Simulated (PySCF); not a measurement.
Polarisability of `C[NH+]1CCCC1`

C5H12N (charge +1).
Cartesian coordinates in Å at the PBE0-D3(BJ)/def2-SVP level; atoms count from 1:
```
atom  x, y, z in Å
C1     2.145    0.297   -0.189
N2     0.747    0.023    0.210
C3    -0.232    1.119   -0.097
C4    -1.598    0.463    0.078
C5    -1.355   -1.054   -0.100
C6     0.129   -1.193   -0.415
H7     2.498    1.200    0.325
H8     2.177    0.452   -1.275
H9     2.775   -0.559    0.084
H10    0.731   -0.120    1.228
H11   -0.033    1.979    0.555
H12   -0.037    1.416   -1.138
H13   -2.309    0.866   -0.654
H14   -2.014    0.681    1.072
H15   -1.612   -1.604    0.816
H16   -1.960   -1.489   -0.907
H17    0.341   -1.123   -1.492
H18    0.614   -2.095   -0.020
```

Level: CAM-B3LYP/def2-SVPD (PySCF), static field, nuclei fixed, core orbitals frozen in the response. The polarisability tensor in these axes (au):

```
x   66.80  1.09 -0.77
y    1.09 60.58  0.87
z   -0.77  0.87 52.85
```

Q: Give the principal values, the mean and the anisotropy Δα = √{½[(α1 − α2)² + (α2 − α3)² + (α1 − α3)²]}.

A: Principal values 52.70, 60.52 and 67.01 au; mean 60.07 au = 8.90 Å³ = 9.91 × 10⁻⁴⁰ C²·m²/J; Δα = 12.41 au (21 % of the mean).

Q: What depolarisation ratio follows for Rayleigh scattering of linearly polarised light, taking the static tensor?

A: ρ = 3Δα²/(45ᾱ² + 4Δα²) = 462.0/(162405 + 616.0) = 0.00283.

Q: What are the principal values of the traceless quadrupole moment, Θ = ½Σq(3rr − r²1), about the centre of nuclear charge?

A: -4.20, -1.99, 6.18 D·Å. The values depend on the origin, since the species is charged. The electronic extent ⟨r²⟩ about the same centre is 600 bohr², a root-mean-square distance of 1.87 Å for the 48 electrons.

Q: In TDDFT the mean static polarisability is Σ f/ω² over all singlet excitations (ω in hartree). How much of it do the 10 lowest give? Their energies (eV) and oscillator strengths: 8.78, 0.0008; 9.58, 0.0145; 9.62, 0.0047; 9.99, 0.0041; 10.16, 0.0124; 10.27, 0.0033; 10.47, 0.0070; 10.54, 0.0386; 10.59, 0.0013; 10.78, 0.0060.

A: They add up to 0.66 au, 1.1 % of the 60.07 au; the largest single term is 0.26 au, from the state at 10.54 eV. Terms in order: 0.01, 0.12, 0.04, 0.03, 0.09, 0.02, 0.05, 0.26, 0.01, 0.04 au. Higher excitations give the rest. The strengths listed sum to 0.093.

Q: Directions of the eigenvectors, and the extent of the frame along each?

A: Largest value along (0.99, 0.16, -0.04), where the nuclei span 4.78 Å; middle along (-0.15, 0.98, 0.13), 4.17 Å; least along (0.06, -0.12, 0.99), 2.60 Å. The response follows the extents in order.

Geometry: PBE0-D3(BJ)/def2-SVP, one conformer, isolated ion.

The run behind these numbers computed excited states and ΔSCF ions as well. Hardware: Arm Neoverse V1, one thread, on a shared host. Cost: 4.5 min wall.
